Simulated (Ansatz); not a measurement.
**Cohesive energy of some III–V compounds, all zinc-blende**

Method: rVV10 in Ansatz (plane waves, PAW). References are measured values corrected to a static lattice.

Values in eV/atom.

| solid | reference | rVV10 | error (eV/atom) |
|---|---|---|---|
| zinc-blende GaAs | 3.34 | 3.37 | +0.03 |
| zinc-blende GaSb | 3.03 | 3.11 | +0.08 |
| zinc-blende BP | 5.14 | 5.29 | +0.15 |
| zinc-blende AlP | 4.32 (4.20–4.32) | 4.14 | -0.18 |
| zinc-blende GaP | 3.61 | 3.59 | -0.02 |
| cubic BN | 6.76 | 6.95 | +0.19 |

Over these 6 solids the mean error is +0.04 eV/atom, the mean absolute error 0.11 eV/atom (median 0.12 eV/atom), and the worst case cubic BN at +0.19 eV/atom; the value is too high in 4 of 6 cases.

All these references are brought to a static lattice.

Spin–orbit coupling is left out, also for the solids with elements from indium on (zinc-blende GaSb); its size isn't shown.

Brackets give the range of the sources taken for a reference, where it is wide; it can hold other temperatures.

Differences are worked out from the printed values.

Free atoms are spin-polarised, in the lowest state found; at levels without +SOC their spin–orbit coupling is left out. Each level is taken at its own relaxed cell. Ansatz's density-functional and Hartree–Fock values are scalar-relativistic unless marked +SOC, with PAW data made under PBE.

Not in this set, of the III–V compounds with a reference value in our tables and a result at some level: 2 for sources at odds; 2 for the spin–orbit terms of free Br, In, Sn, Te, I and atoms past barium, a cut that leaves lighter open-shell atoms' terms in the errors; 1 for no value at rVV10 (not run, a failed fit, an unstable or unbound cell, or a value held back for tests); 1 for a reference at room or unstated temperature. These can be a level's best or worst cases. At least 1 more with a reference value is held back for tests. Solids without a released value at any level aren't counted. Layered and molecular crystals are counted apart.

References as tabulated in Mejia-Rodriguez and Trickey (2018), arXiv:1807.09216; Paulus et al. (1996), arXiv:cond-mat/9605064.

Ansatz is an electronic-structure program.
